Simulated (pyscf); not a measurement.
This saddle point was located with ωB97X-D3(BJ)/def2-SVP in PySCF.

```xyz
9

Cl     1.8345     0.2547    -0.8282
C      1.5518     0.8583     0.7776
Cl     2.5298     0.0414     1.9677
C     -0.2411    -0.2064     1.3027
C     -0.8330    -0.9241     0.3640
H      0.3360     0.9299     1.0640
H     -0.3335    -0.3061     2.3894
H     -1.5536    -1.7099     0.6187
H     -0.6039    -0.7692    -0.6971
```

Surface: singlet, charge 0. Lowest wavenumbers (cm⁻¹): 978i, 91, 196, 239, 315.

**Question.** Which two sides does it connect, and which bonds change?

**Answer.** Cl–C:–Cl (SMILES Cl[C]Cl) [singlet] + H₂C=CH₂ (SMILES C=C) ⇌ H₂C=CH–CH(Cl)–Cl (SMILES C=CC(Cl)Cl), an insertion read from left to right: C–H broken and C–C, C–H formed. At CCSD(T)/def2-TZVPP + ΔMP2(QZVPP) it lies +0.85 eV from the left side and +4.11 eV from the right (each side as separated species at their lowest minima found). From the product side, •H₂C–CH=CH–Cl + Cl• lies, by one bond made or cut, 1.22 eV under this saddle at ωB97M-D3(BJ)/def2-TZVP. The same reactants have a lower exit, to cyclic C₃H₄Cl₂ (SMILES ClC1(Cl)CC1) (barrier +0.18 eV at ωB97M-D3(BJ)/def2-TZVP, against +0.91 eV here). H₂C=CH–CH(Cl)–Cl lies 0.24 eV over its isomer H₃C–C(Cl)=CH–Cl (electronic energy, ωB97M-D3(BJ)/def2-TZVP). One saddle was located; it need not be the lowest between these sides. The CCSD(T) − MP2 part came from Ansatz, without density fitting, on the same reference.
